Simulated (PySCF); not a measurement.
CH3OH, optimised at PBE0/def2-TZVP:

```xyz
6

C     -0.3604    -0.0006     0.0049
O      0.9292    -0.4206    -0.3771
H     -0.5258    -0.0890     1.0859
H     -1.0721    -0.6536    -0.5009
H     -0.5708     1.0324    -0.2988
H      1.5736     0.1415     0.0573
```

Method: PySCF energies (xtb for GFN2) plus ideal-gas RRHO corrections (1 bar). 6-31G* has spherical d functions here. All species are closed-shell singlets. B3LYP is the form with VWN-RPA correlation.

Problem. List the harmonic frequencies (cm⁻¹, unscaled) at this level and at the other levels, each on its own geometry.

Solution. 
- PBE0/def2-TZVP: 307, 1064, 1107, 1174, 1374, 1477, 1490, 1506, 3006, 3058, 3132, 3880
- B3LYP/6-31G*: 345, 1070, 1099, 1182, 1399, 1513, 1526, 1542, 2996, 3038, 3131, 3750
- GFN2-xTB: 374, 1031, 1091, 1140, 1315, 1416, 1485, 1490, 2918, 2938, 3033, 3559
- HF/6-31G*: 348, 1166, 1189, 1290, 1508, 1639, 1653, 1665, 3183, 3229, 3304, 4102
- PBE/def2-SVP: 333, 1039, 1088, 1134, 1328, 1415, 1424, 1446, 2887, 2937, 3043, 3716
